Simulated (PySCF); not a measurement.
Level sweep

Species: 2-fluoroethanol, C₂H₅FO.
SMILES: `OCCF`

PySCF, dipoles from the SCF density, polarisabilities from static response with core orbitals frozen. Geometry: PBE0-D3(BJ)/def2-SVP, one conformer, isolated molecule.

The anisotropy is √(½[(α1 − α2)² + (α2 − α3)² + (α3 − α1)²]).

```csv
level,μ (D),α (au),anisotropy (au)
LDA/def2-SVPD,1.534,35.19,3.62
PBE/def2-SVPD,1.474,34.89,3.58
B3LYP/def2-SVPD,1.596,33.43,3.12
PBE0/def2-SVPD,1.572,32.99,3.07
BHandHLYP/def2-SVPD,1.695,31.77,2.77
CAM-B3LYP/def2-SVPD,1.664,32.91,2.91
wB97X-D/def2-SVPD,1.622,32.74,2.87
LC-wPBE/def2-SVPD,1.669,32.19,2.78
HF/def2-SVPD,1.776,30.14,2.45
PBE0/6-31G*,1.360,26.28,2.93
PBE0/def2-SVP,1.391,26.61,2.65
PBE0/6-31+G*,1.659,30.11,2.50
PBE0/aug-cc-pVDZ,1.512,33.60,3.20
PBE0/def2-TZVP,1.427,30.80,2.88
PBE0/def2-TZVPD,1.501,33.69,3.21
PBE0/aug-cc-pVTZ,1.499,33.86,3.21
```

The dipole runs from 1.36 D (PBE0/6-31G*) to 1.78 D (HF/def2-SVPD). No reference polarisability is at hand; against PBE0 in the largest diffuse basis at hand (aug-cc-pVTZ) the other PBE0 rows deviate by 6-31G* -22%, def2-SVP -21%, 6-31+G* -11%, def2-SVPD -3%, aug-cc-pVDZ -1%, def2-TZVP -9%, def2-TZVPD -1%. In one basis (def2-SVPD) the functionals order the polarisability from HF (lowest) to LDA (highest), a spread of 17%. With PBE0 the polarisability is 27.90 au without diffuse functions (mean of 6-31G*, def2-SVP and def2-TZVP) and 32.85 au with them (mean of 6-31+G*, def2-SVPD, aug-cc-pVDZ, def2-TZVPD and aug-cc-pVTZ).
